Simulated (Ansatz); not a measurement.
Molecule: dimethylacetylene, C$_{4}$H$_{6}$, charge 0, multiplicity 1. 
Geometry from a B3LYP-D3(BJ)/def2-TZVP (Ansatz, a program for electronic structure) optimisation:
SMILES: CC#CC
```xyz
10

C     -0.0002     0.0011     2.0565
C     -0.0001     0.0003     0.6006
C      0.0001    -0.0003    -0.6006
C      0.0002    -0.0011    -2.0565
H     -0.0090     1.0202     2.4498
H     -0.8782    -0.5156     2.4506
H      0.8864    -0.5005     2.4508
H     -0.0085     1.0175    -2.4509
H      0.8870    -0.5032    -2.4500
H     -0.8777    -0.5183    -2.4502
```

Basis-set convergence of Hartree-Fock and MP2 correlation energies (hartree) with Ansatz. Correlated levels leave the core frozen unless marked. Spin-orbit coupling is left out. No relativistic terms.

```tsv
basis	functions	E(HF)	E(corr, MP2)
cc-pVDZ	-	-154.92109	-0.53696
cc-pVTZ	204	(withheld)	(withheld)
```

### Question
What belongs in the gaps?

### Answer

- cc-pVTZ, E(HF): -154.96514
- cc-pVTZ, E(corr, MP2): -0.65405
